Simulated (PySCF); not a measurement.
Stationary points of H4SS

These are results of PBE0 in PySCF with S def2-TZVP, H def2-TZVP; no relativity; density-fitted integrals, not measurements.

Relaxations began from a few typed shapes. The search is not exhaustive: other isomers or separated fragments can lie lower, and high-lying points may rest on an excited occupation.

```
   spin  group                                            bonds                                                                            angles  imaginary modes (cm⁻¹)  ΔE (kJ/mol)  ΔE with ZPE (kJ/mol)
singlet    C2v  S–H 1.379 Å (×2), S–H 1.416 Å (×2), S–S 1.952 Å  H–S–H 88.6° (×4), H–S–H 96.6°, H–S–H 175.7°, H–S–S 92.2° (×2), H–S–S 131.7° (×2)                    none          0.0                   0.0
singlet    C4v                    S–H 1.404 Å (×4), S–S 1.957 Å                            H–S–H 86.2° (×4), H–S–H 150.1° (×2), H–S–S 104.9° (×4)                    641i         41.8                     –
singlet    C3v       S–H 1.381 Å (×3), S–H 1.448 Å, S–S 1.987 Å               H–S–H 82.4° (×3), H–S–H 118.3° (×3), H–S–S 97.6° (×3), H–S–S 180.0°                 2 found         90.4                     –
```

The lowest minimum found is the singlet C2v: S–H 1.379 Å (×2), S–H 1.416 Å (×2), S–S 1.952 Å; H–S–H 88.6° (×4), H–S–H 96.6°, H–S–H 175.7°, H–S–S 92.2° (×2), H–S–S 131.7° (×2).
